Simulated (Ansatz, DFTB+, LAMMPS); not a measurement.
How well does each level of theory give the lattice parameter a of fcc Ni?

Reference value: 3.508 Å (measured, static lattice: zero-point anharmonic expansion removed; as tabulated in Mejia-Rodriguez and Trickey (2018), arXiv:1807.09216).

| level (code) | value (Å) |
|---|---|
| GFN1-xTB as cut by DFTB+ | 3.828 |
| SNAP Ni_Zuo_JPCA2020.quadratic.snap (LAMMPS) | 3.521 |
| LDA (Ansatz) | [?] |
| PBE (Ansatz) | 3.519 |
| PBEsol (Ansatz) | [?] |
| PBE-D4 (Ansatz) | 3.484 |
| r²SCAN (Ansatz) | 3.478 |
| B3LYP (VWN-RPA form) (Ansatz) | 3.549 |

Q: Fill in the missing entries.

A: 
- LDA (Ansatz, a quantum-chemistry and plane-wave program), value (Å): 3.423
- PBEsol (Ansatz), value (Å): 3.463

Errors against the reference: GFN1-xTB as cut by DFTB+ +9.12 %, SNAP Ni_Zuo_JPCA2020.quadratic.snap +0.37 %, LDA -2.42 %, PBE +0.31 %, PBEsol -1.28 %, PBE-D4 -0.68 %, r²SCAN -0.86 %, B3LYP (VWN-RPA form) +1.17 %.

Leaving aside GFN1-xTB as cut by DFTB+ (doubt noted below): Once the reference is moved by up to 0.10 % (a margin picked here for doubts on the reference and the settings) and values within 0.10 % count as equal, the nearest can be PBE (+0.31 %) or SNAP Ni_Zuo_JPCA2020.quadratic.snap (+0.37 %). Farthest off among them: LDA (-2.42 %). Within 1 %: SNAP Ni_Zuo_JPCA2020.quadratic.snap, PBE, PBE-D4, r²SCAN.

Spin-polarised runs: LDA (parallel moments), PBE (parallel moments), PBEsol (parallel moments), PBE-D4 (parallel moments), r²SCAN (parallel moments), B3LYP (VWN-RPA form) (parallel moments). GFN1-xTB as cut by DFTB+: the cell moved over 20 % in volume from its start. GFN1-xTB as cut by DFTB+: the method was fitted mainly to molecules. GFN1-xTB as cut by DFTB+: this magnet was run without spin. GFN1-xTB as cut by DFTB+: codes differ in how they cut the long-range tail of xTB's charge interaction in a crystal, so the value belongs to this code. Cutoffs and k meshes differ between the levels. Ansatz's density-functional and Hartree–Fock values are scalar-relativistic unless marked +SOC, with PAW data made under PBE.

Machine-learned potentials (SNAP Ni_Zuo_JPCA2020.quadratic.snap) are trained on DFT data: a solid inside that data is no test of them.

Differences are worked out from the printed values.
